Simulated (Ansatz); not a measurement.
The input, for Ansatz 0.2.0:

```yaml
crystal:
  periodic: [false, false, false]
  atoms:
    - {symbol: W, position_ang: [0.000000, 0.000000, 0.000000]}
    - {symbol: Cl, position_ang: [0.000000, 0.000000, 3.674000]}
basis:
  gaussian: {orbitals: def2-SVP}
magnetization: {spin_polarized: false, initial_magnetization: 1}
correlation: {method: fic_mrcisd_q, electrons: outside_noble_gas, active_space: {window: {electrons: 13, orbitals: 10}, shells: [{species: Cl, l: s, shell: 3}, {species: Cl, l: p, shell: 3}, {species: W, l: s, shell: 6}, {species: W, l: d, shell: 5}]}}
```

```sh
$ ansatz run in.yaml --threads 1 --pin off --events-out ev --progress --plain --max-ram 2393MiB
```

(1) Roughly how long does this take on 1 thread of Arm Neoverse V2, shared host, and how much host memory?

```
826 factors; integrals over basis functions are off by at most 1.4e-7 eV
mean field evaluation 1: about -14295.0228 eV, gradient 2.9e1 eV
mean field evaluation 2: about -14295.0243 eV, gradient 2.9e1 eV
mean field evaluation 4: about -14296.9396 eV, gradient 2.4e1 eV
mean field evaluation 8: about -14298.4024 eV, gradient 1.4e1 eV
mean field evaluation 16: about -14299.7500 eV, gradient 1.1e-5 eV
mean field evaluation 32: about -14299.8632 eV, gradient 8.1e-1 eV
mean field evaluation 64: about -14299.9064 eV, gradient 2.6e-5 eV
mean field evaluation 96: about -14299.7744 eV, gradient 2.2e-2 eV
mean field evaluation 128: about -14298.8033 eV, gradient 4.2e-6 eV
mean field evaluation 160: about -14299.6592 eV, gradient 9.8e-2 eV
...
mean field evaluation 736: about -14298.7780 eV, gradient 5.7e0 eV
mean field evaluation 768: about -14299.4830 eV, gradient 1.3e-3 eV
mean field -14299.90637606 eV, -525.5118664954 hartree, gradient 1.4e-6 eV, S^2 0.750000; 32 other end points of the search recorded, 0 dependent functions left out
reference -14299.90637606 eV, -525.5118664954 hartree; 16, 15 occupied and 34, 35 virtual orbitals, 826 factors
state -14301.61068868 eV, -525.5744988290 hartree
contracted CI cycle   1: correlation 0.00000000 eV, 0.0000000000 hartree, residual 1.95e1 eV
contracted CI cycle   2: correlation -5.28375918 eV, -0.1941745685 hartree, residual 2.99e0 eV
contracted CI cycle   3: correlation -5.45277823 eV, -0.2003859041 hartree, residual 6.76e-1 eV
contracted CI cycle   4: correlation -5.46223295 eV, -0.2007333586 hartree, residual 1.73e-1 eV
contracted CI cycle   5: correlation -5.46290278 eV, -0.2007579744 hartree, residual 4.52e-2 eV
contracted CI cycle   6: correlation -5.46295404 eV, -0.2007598581 hartree, residual 1.42e-2 eV
contracted CI cycle   7: correlation -5.46295823 eV, -0.2007600119 hartree, residual 3.86e-3 eV
contracted CI cycle   8: correlation -5.46295854 eV, -0.2007600234 hartree, residual 1.13e-3 eV
state -14301.61068868 eV, -525.5744988290 hartree; corrected -14307.58072876 eV, -525.7938937555 hartree
Total energy: -14307.58072876 eV, -525.7938937555 hartree
Checks for a lower state left out: starts, orbital_swaps
```

Answers

(1) 28 s wall and 0.56 GiB.
